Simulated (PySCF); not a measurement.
**First-order multiplets**

Numbering as in the mapped SMILES `[CH2:1]=[CH:2][CH:3]([F:4])[F:5]`. Each H is labelled by its parent atom. Ha(C1) is cis to C3; Hb(C1) is trans to C3.

- NMR shieldings at PBE0/pcSseg-1/GIAO
- J: B3LYP/pcJ-1
- geometry from GFN2-xTB
- program: PySCF 2.14
- single conformer, fast rotation and ring inversion assumed for equivalent nuclei, relativity neglected, gas phase

Referencing at the same level of theory: TMS for ¹³C (σref 186.93), ¹H (σref 31.72); ¹⁹F (σref 170.95) vs CFCl3.

Spectrometer: 500 MHz for ¹H. First-order analysis; couplings under 1 Hz (under 4 Hz in carbon signals) are ignored, and nearly equal couplings are merged; the smaller ones broaden or split the lines further.

Question: What pattern does C1 show in the proton-coupled ¹³C spectrum?

Answer: A triplet of triplets at δ 127.0: 167.3 Hz to Ha(C1) and Hb(C1) (2 × ¹H, 1 bond away), 8.8 Hz to F4/F5 (2 × ¹⁹F, 3 bonds away). Lines in Hz from the centre (relative intensity): +176.1 (1), +167.3 (2), +158.5 (1), +8.8 (2), +0.0 (4), -8.8 (2), -158.5 (1), -167.3 (2), -176.1 (1). The outer lines are 352.2 Hz apart, the sum of the couplings kept, or 2.801 ppm at this field.

Question: What pattern does F4/F5 show (¹⁹F)?

Answer: A doublet of doublets of doublets at δ -144.6: 62.1 Hz to H(C3) (1 × ¹H, 2 bonds away), 11.5 Hz to H(C2) (1 × ¹H, 3 bonds away), 2.2 Hz to Ha(C1) (1 × ¹H, 4 bonds away). Lines in Hz from the centre (relative intensity): +37.9 (1), +35.7 (1), +26.4 (1), +24.2 (1), -24.2 (1), -26.4 (1), -35.7 (1), -37.9 (1). The outer lines are 75.8 Hz apart, the sum of the couplings kept, or 0.161 ppm at this field.

Question: What pattern does H(C3) show (¹H)?

Answer: A triplet of quartets at δ 6.57: 62.1 Hz to F4/F5 (2 × ¹⁹F, 2 bonds away), 1.8 Hz to Ha(C1) and Hb(C1) and H(C2) (3 × ¹H, 3 or 4 bonds away). Lines in Hz from the centre (relative intensity): +64.8 (1), +63.0 (3), +61.2 (3), +59.4 (1), +2.7 (2), +0.9 (6), -0.9 (6), -2.7 (2), -59.4 (1), -61.2 (3), -63.0 (3), -64.8 (1). The outer lines are 129.6 Hz apart, the sum of the couplings kept, or 0.259 ppm at this field.

Question: What pattern does C2 show in the proton-coupled ¹³C spectrum?

Answer: A doublet of triplets of doublets at δ 140.7: 168.1 Hz to H(C2) (1 × ¹H, 1 bond away), 18.7 Hz to F4/F5 (2 × ¹⁹F, 2 bonds away), 4.2 Hz to H(C3) (1 × ¹H, 2 bonds away). Lines in Hz from the centre (relative intensity): +104.8 (1), +100.7 (1), +86.2 (2), +82.0 (2), +67.5 (1), +63.2 (1), -63.2 (1), -67.5 (1), -82.0 (2), -86.2 (2), -100.7 (1), -104.8 (1). The outer lines are 209.7 Hz apart, the sum of the couplings kept, or 1.668 ppm at this field.

Unscaled 3J(H,H) at this level run about 10 % above measured values. Couplings across =CH–CH2 type bonds come from one rotamer and its mirror image, and can be 1–2 Hz further off. 3J across rotatable bonds or in flexible rings reflects this conformer alone.
